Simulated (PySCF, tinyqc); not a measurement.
Worked calculation: FCI on RHF in the sto-3g basis, for HF, spin multiplicity 1. The lowest restricted solution is unstable here: a spin-polarised one lies 0.0060 hartree lower (PySCF). One step of it, computed by the program tinyqc.

Problem. FCI: roots. Diagonalise (each vector has its largest component positive (the first on a tie)); all determinants have Ms = 0, so triplets appear too. The lowest singlet root is the correlation energy.

Occupation strings over the orbitals (2 doubly, a alpha, b beta, 0 empty; spin orbitals ordered 1a 1b 2a 2b ...): 222220 22a22b 2a222b a2222b 22b22a 2b222a b2222a 222202 222022 220222 2ab222 a2b222 2ba222 202222 ab2222 b2a222 ba2222 022222

H - E(HF) between determinants (hartree):
```
           222220     22a22b     2a222b     a2222b     22b22a     2b222a     b2222a     222202
222220   0.000000   0.000000   0.000000   0.000000   0.000000   0.000000   0.000000   0.028850
22a22b   0.000000   0.402168  -0.009092  -0.014276  -0.236464  -0.034485   0.004595   0.022731
2a222b   0.000000  -0.009092   1.205079   0.027985  -0.034485  -0.091368  -0.019096   0.026983
a2222b   0.000000  -0.014276   0.027985  25.451948   0.004595  -0.019096  -0.019424   0.006587
22b22a   0.000000  -0.236464  -0.034485   0.004595   0.402168  -0.009092  -0.014276  -0.022731
2b222a   0.000000  -0.034485  -0.091368  -0.019096  -0.009092   1.205079   0.027985  -0.026983
b2222a   0.000000   0.004595  -0.019096  -0.019424  -0.014276   0.027985  25.451948  -0.006587
222202   0.028850   0.022731   0.026983   0.006587  -0.022731  -0.026983  -0.006587   0.846781
222022   0.028850   0.022731   0.026983   0.006587  -0.022731  -0.026983  -0.006587   0.053770
220222   0.236464   0.064153  -0.077558  -0.001379  -0.064153   0.077558   0.001379   0.034532
2ab222  -0.034485   0.077558  -0.215869   0.007120  -0.030526   0.078750   0.019920   0.026470
a2b222   0.004595   0.001379   0.007120  -0.399382  -0.012170   0.023025   0.012556   0.006593
2ba222   0.034485  -0.030526   0.078750   0.019920   0.077558  -0.215869   0.007120  -0.026470
202222   0.091368   0.078750   0.029010  -0.003913  -0.078750  -0.029010   0.003913   0.189936
ab2222  -0.019096  -0.019920   0.003913  -0.094026   0.023025  -0.009712   0.016006  -0.040172
b2a222  -0.004595  -0.012170   0.023025   0.012556   0.001379   0.007120  -0.399382  -0.006593
ba2222   0.019096   0.023025  -0.009712   0.016006  -0.019920   0.003913  -0.094026   0.040172
022222   0.019424   0.012556   0.016006  -0.107292  -0.012556  -0.016006   0.107292   0.029532

           222022     220222     2ab222     a2b222     2ba222     202222     ab2222     b2a222
222220   0.028850   0.236464  -0.034485   0.004595   0.034485   0.091368  -0.019096  -0.004595
22a22b   0.022731   0.064153   0.077558   0.001379  -0.030526   0.078750  -0.019920  -0.012170
2a222b   0.026983  -0.077558  -0.215869   0.007120   0.078750   0.029010   0.003913   0.023025
a2222b   0.006587  -0.001379   0.007120  -0.399382   0.019920  -0.003913  -0.094026   0.012556
22b22a  -0.022731  -0.064153  -0.030526  -0.012170   0.077558  -0.078750   0.023025   0.001379
2b222a  -0.026983   0.077558   0.078750   0.023025  -0.215869  -0.029010  -0.009712   0.007120
b2222a  -0.006587   0.001379   0.019920   0.012556   0.007120   0.003913   0.016006  -0.399382
222202   0.053770   0.034532   0.026470   0.006593  -0.026470   0.189936  -0.040172  -0.006593
222022   0.846781   0.034532   0.026470   0.006593  -0.026470   0.189936  -0.040172  -0.006593
220222   0.034532   0.854329   0.065161   0.025846  -0.065161   0.132389  -0.020506  -0.025846
2ab222   0.026470   0.065161   1.682744   0.028485  -0.132389   0.098278   0.004737  -0.020506
a2b222   0.006593   0.025846   0.028485  25.923949  -0.020506  -0.004737  -0.167421  -0.017006
2ba222  -0.026470  -0.065161  -0.132389  -0.020506   1.682744  -0.098278   0.017951   0.028485
202222   0.189936   0.132389   0.098278  -0.004737  -0.098278   2.684023  -0.013964   0.004737
ab2222  -0.040172  -0.020506   0.004737  -0.167421   0.017951  -0.013964  27.093680   0.014081
b2a222  -0.006593  -0.025846  -0.020506  -0.017006   0.028485   0.004737   0.014081  25.923949
ba2222   0.040172   0.020506   0.017951   0.014081   0.004737   0.013964  -0.080373  -0.167421
022222   0.029532   0.017006   0.014081  -0.070452  -0.014081   0.080373   0.486146   0.070452

           ba2222     022222
222220   0.019096   0.019424
22a22b   0.023025   0.012556
2a222b  -0.009712   0.016006
a2222b   0.016006  -0.107292
22b22a  -0.019920  -0.012556
2b222a   0.003913  -0.016006
b2222a  -0.094026   0.107292
222202   0.040172   0.029532
222022   0.040172   0.029532
220222   0.020506   0.017006
2ab222   0.017951   0.014081
a2b222   0.014081  -0.070452
2ba222   0.004737  -0.014081
202222   0.013964   0.080373
ab2222  -0.080373   0.486146
b2a222  -0.167421   0.070452
ba2222  27.093680  -0.486146
022222  -0.486146  55.270778
```

Give: lowest roots of this matrix, relative to E(HF); lowest vectors; <S^2> of these roots; weight of the ground state by excitation level 0, 1, 2, ....

Solution.

lowest roots of this matrix, relative to E(HF) (hartree): [-0.0665, 0.1625, 0.5979, 0.7930, 0.8215, 0.9292, 1.0751, 1.1864]

lowest vectors, order 222220, 22a22b, 2a222b, a2222b, 22b22a, 2b222a, b2222a, 222202, 222022, 220222, 2ab222, a2b222, 2ba222, 202222, ab2222, b2a222, ba2222, 022222:
$$\begin{pmatrix}
0.9659 & 0.0000 & -0.0951 & 0.0000 \\
0.0228 & 0.7062 & 0.6740 & 0.0000 \\
-0.0081 & 0.0293 & -0.0765 & 0.0000 \\
0.0000 & 0.0003 & 0.0006 & 0.0000 \\
-0.0228 & 0.7062 & -0.6740 & 0.0000 \\
0.0081 & 0.0293 & 0.0765 & 0.0000 \\
0.0000 & 0.0003 & -0.0006 & 0.0000 \\
-0.0178 & 0.0000 & -0.0277 & 0.7071 \\
-0.0178 & 0.0000 & -0.0277 & -0.7071 \\
-0.2519 & 0.0000 & -0.2458 & 0.0000 \\
0.0254 & -0.0210 & -0.0652 & 0.0000 \\
0.0000 & 0.0003 & 0.0000 & 0.0000 \\
-0.0254 & -0.0210 & 0.0652 & 0.0000 \\
-0.0204 & 0.0000 & -0.0178 & 0.0000 \\
0.0005 & -0.0001 & 0.0007 & 0.0000 \\
0.0000 & 0.0003 & 0.0000 & 0.0000 \\
-0.0005 & -0.0001 & -0.0007 & 0.0000 \\
-0.0002 & 0.0000 & -0.0001 & 0.0000
\end{pmatrix}$$

<S^2> of these roots: [0.0000, 2.0000, 0.0000, 0.0000, 0.0000, 0.0000, 2.0000, 0.0000]

weight of the ground state by excitation level 0, 1, 2, ...: [0.9330, 0.0012, 0.0658]
